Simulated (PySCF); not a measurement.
Species: `SC1CCCC1`. The columns A, B, C and D hold Mulliken, IAO, Hirshfeld and ESP-fitted charges (e) of one PBE0/pcSseg-1 density (PySCF), in a shuffled order. Coordinates in Å (GFN2-xTB); the density's dipole moment is (-1.87, -0.53, 0.32) D.

```
atom       x       y       z       A       B       C       D
  S1   2.270   0.711  -0.439  -0.067  -0.098  -0.362  -0.090
  C2   1.083  -0.465   0.319  -0.021  -0.413  -0.029  -0.176
  C3   0.130   0.225   1.287  -0.077  -0.152  -0.110  -0.267
  C4  -1.003   0.767   0.406  -0.071  -0.237  -0.036  -0.272
  C5  -0.988  -0.081  -0.882  -0.071  -0.237  -0.061  -0.272
  C6   0.154  -1.092  -0.714  -0.077  -0.152  -0.102  -0.267
  H7   1.353   1.509  -0.978  +0.046  +0.127  +0.237  +0.079
  H8   1.730  -1.194   0.807  +0.044  +0.158  +0.144  +0.153
  H9  -0.255  -0.519   1.987  +0.039  +0.122  +0.060  +0.135
 H10   0.622   1.009   1.861  +0.035  +0.135  +0.036  +0.147
 H11  -1.962   0.698   0.919  +0.040  +0.125  +0.040  +0.141
 H12  -0.833   1.818   0.173  +0.034  +0.120  +0.019  +0.133
 H13  -1.937  -0.591  -1.038  +0.040  +0.125  +0.043  +0.141
 H14  -0.810   0.550  -1.753  +0.034  +0.120  +0.026  +0.133
 H15   0.665  -1.305  -1.652  +0.035  +0.135  +0.034  +0.147
 H16  -0.227  -2.033  -0.313  +0.039  +0.122  +0.061  +0.135
```

Question: Which column most likely holds the ESP-fitted charges?

Answer: C. Σ q r misses the density's dipole by 0.05 D (C), 0.88 D (B), 0.94 D (D), 1.46 D (A). Charges fitted to the outside potential are the only set here that is tied to the molecule's multipoles.

Question: And the Hirshfeld charges?

Answer: A. The mean sizes are 0.048 e (A), 0.087 e (C), 0.161 e (B), 0.168 e (D), and Hirshfeld charges are commonly the smallest of these schemes.

As computed, A = Hirshfeld, B = Mulliken, C = ESP-fitted, D = IAO. Hydrogens on carbon: Hirshfeld +0.03 to +0.04, Mulliken +0.12 to +0.16, ESP-fitted +0.02 to +0.14, IAO +0.13 to +0.15 e.

The IAO scheme counts the electrons in orthogonalised intrinsic atomic orbitals, a minimal basis polarised so that it spans the occupied orbitals exactly. The ESP scheme is a least-squares fit of atom-centred charges to the potential on four shells outside the van der Waals surface, with the total charge fixed.

Geometry: GFN2-xTB, one conformer, isolated molecule.
